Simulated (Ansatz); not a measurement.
**Worked example: correlation energy of BH$_{4}$⁺, triplet**

Geometry: a point of a breathe scan, not a stationary point.

```yaml
atoms:
  - { symbol: B, position_ang: [0.0000, 0.0000, 0.0000] }
  - { symbol: H, position_ang: [0.6029, 0.6205, 1.3491] }
  - { symbol: H, position_ang: [-0.6199, -0.6008, 1.3503] }
  - { symbol: H, position_ang: [-0.6022, 0.6015, -1.3580] }
  - { symbol: H, position_ang: [0.6192, -0.6212, -1.3414] }
```

Basis cc-pVDZ; Ansatz 0.2.0. Only valence electrons are correlated (noble-gas cores frozen), which leaves 6 electrons in 33 orbitals. R marks a restricted (for open shells ROHF) determinant, U an unrestricted one.

Full CI is exact within this basis and frozen core; it isn't the basis-set limit. The frozen core follows each run's orbitals, which can shift R against U totals by a few meV.

Runs differ by some tens of microhartree through their thresholds and, for an open shell, their frozen cores, so steps under 0.1 kcal/mol mean nothing.

| level | total energy (hartree) |
| --- | --- |
| UHF | -26.395934 |
| UMP2 | -26.483355 |
| UCCSD | -26.514159 |
| UCCSD(T) | -26.517506 |
| UCCSDT | -26.518751 |
| UCCSDT(Q) | -26.518845 |
| full CI | -26.518850 |

Task: What is the correlation energy at full CI, and what share of it do UMP2 and UCCSD(T) recover?

Result: E(corr) = -26.518850 − (-26.395934) = -0.122916 hartree = -3.345 eV. UMP2: -0.087421 / -0.122916 = 71.12 %. UCCSD(T): -0.121572 / -0.122916 = 98.91 %.

Task: By how many kcal/mol does UCCSD(T) miss full CI (1 hartree = 627.509 kcal/mol), and which steps make up the rest?

Result: -26.517506 − (-26.518850) = 0.001344 hartree = 0.84 kcal/mol. Steps: UCCSDT − UCCSD(T) = -0.78, UCCSDT(Q) − UCCSDT = -0.06, full CI − UCCSDT(Q) = 0.00 kcal/mol. Differences between like states or geometries often cancel part of this.
